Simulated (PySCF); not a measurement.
# C6H8: the cost of one run

Programs: PySCF 2.14.0, with routines of our own; each step states its level. All values are computed. Atoms count from 0.

### 1 The starting structure

14 atoms, charge 0, multiplicity 1; geometry from: GFN2-xTB.

### 2 Optimising the geometry at PBE0-D3(BJ)/def2-SVP

The job: settings as JSON, then the geometry in Å.

```
{"job": {"xc": "PBE0", "basis": "def2-SVP", "d3": "d3bj", "grid": 1, "kind": "geom"}, "charge": 0, "multiplicity": 1}
C      2.001879     0.124142    -0.442729
C      0.714418     0.043968    -0.159213
C     -0.043570    -1.226211     0.139835
C     -1.442181    -0.748905     0.386356
C     -1.549383     0.563385     0.268154
C     -0.242488     1.208171    -0.079725
H      2.480291     1.067031    -0.647734
H      2.630407    -0.749532    -0.481224
H      0.366016    -1.742875     1.012632
H      0.000720    -1.927941    -0.698041
H     -2.236103    -1.434483     0.629151
H     -2.446848     1.144093     0.397105
H      0.065398     1.930014     0.682323
H     -0.299235     1.748671    -1.029056
```

On the command line:

```
OMP_NUM_THREADS=1 python excited_run.py task.json out
```

This one command runs all jobs of the session in turn.

Q: Estimate the wall time and peak memory of this first job on 1 thread of Arm Neoverse V1, shared host.

About 12 s, with a peak of 0.55 GiB.
